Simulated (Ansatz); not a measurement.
in.yaml

```yaml
crystal:
  periodic: [false, false, false]
  atoms:
    - {symbol: Al, position_ang: [0.000000, 0.000000, 0.012520]}
    - {symbol: O, position_ang: [0.000000, 0.000000, -2.343039]}
    - {symbol: H, position_ang: [0.000000, 0.000000, 2.330519]}
basis:
  gaussian: {orbitals: 6-31G}
magnetization: {spin_polarized: false}
correlation: {method: mrci, electrons: all}
```

```sh
$ ansatz run in.yaml --threads 1 --pin off --events-out ev --progress --plain --max-ram 2393MiB
```

One thing in this input was set wrong on purpose, beside settings that are merely unusual. What is the gravest fault, and what does the program do?

A method name that the input doesn't accept. How the run ends: refused.
```
Error: YAML parse error: error: line 10 column 23: unknown variant `mrci`, expected one of mp2, rpa, ccsd, ccsd_t, bccd, bccd_t, ccsdt, ccsdt_q, ccsdt_q_b, ccsdtq, fci, sc_nevpt2, fic_nevpt4_sd, fic_mrcisd_q, fic_mrcisd_q_relaxed
  --> <input>:10:23
   |
 8 |   gaussian: {orbitals: 6-31G}
 9 | magnetization: {spin_polarized: false}
10 | correlation: {method: mrci, electrons: all}
   |                       ^ unknown variant `mrci`, expected one of mp2, rpa, ccsd, ccsd_t, bccd, bccd_t, ccsdt, ccsdt_q, ccsdt_q_b, ccsdtq, fci, sc_nevpt2, fic_nevpt4_sd, fic_mrcisd_q, fic_mrcisd_q_relaxed
```
